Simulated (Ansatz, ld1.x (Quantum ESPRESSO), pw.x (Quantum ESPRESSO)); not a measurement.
# I (diamond): variants of one PAW potential in the solid

ld1.x (Quantum ESPRESSO) 7.5 input, shortened:

```
&input
   title='I', zed=53., rel=1, dft='PBESOL', iswitch=3,
   config='[Kr] 4d10 5s2 5p5 5d-2'
 /
 &inputp
   pseudotype=3, lpaw=.true., tm=.true., lloc=-2, rcloc=1.65,
   nlcc=.true., new_core_ps=.true.,
   which_augfun='PSQ', rmatch_augfun_nc=.true.
 /
5
5S  1  0   2.00   0.00  1.75  1.95  0.0
5S  1  0   0.00  -0.75  1.75  1.95  0.0
5P  2  1   5.00   0.00  1.60  2.25  0.0
5P  2  1   0.00   1.00  1.60  2.25  0.0
5D  3  2  -2.00  -0.20  1.75  2.05  0.0
 &test
   configts(1)='5s2 5p5'
 /
```

Crystal test: diamond I in pw.x 7.5, no spin, 8³ k-points, Fermi–Dirac smearing 0.01 Ry, cutoffs set for each file from its atomic test. The reference is all-electron LAPW (Ansatz 0.2.0) with the same functional, mesh and smearing; V0 and B0 come from Birch–Murnaghan fits to the pressures at five volumes. Errors are pseudo minus all-electron; Δ is the rms difference of the E(V) curves that follow from these fits, minima aligned, over ±6 % about the mean V0. Mesh and smearing are coarse, so the numbers serve the comparison and aren't converged zero-temperature values; the lattice is a test structure that the element need not adopt.

All-electron: a0 = 7.702 Å (V0 = 57.11 Å³/atom), B0 = 12.5 GPa.

2 further variants are left out: they gave no file fit for a test, a broken result, the same result as the base, or pressures whose basis-set error rivals the error shown.

```tsv
change	cutoffs (Ry)	pw.x	a0 (Å)	a0 error (%)	B0 error (%)	Δ (meV/atom)	mean pressure error (GPa)
base	40/320	converged	7.708	+0.08	+0.2	0.4	+0.03
local potential all-electron potential smoothed inside 1.65 bohr (lloc = -1)	40/320	converged	7.705	+0.04	+0.2	0.2	+0.02
core correction none	40/320	converged	7.721	+0.25	-2.6	1.1	+0.08
```

(1) Give the row for: waves 5p (bound): rcut 1.60, rcutus 2.82 bohr; 5p channel at 1 Ry: rcut 1.60, rcutus 2.82 bohr.

Answers

(1) pw.x: failed (cdiaghg: S matrix not positive definite).
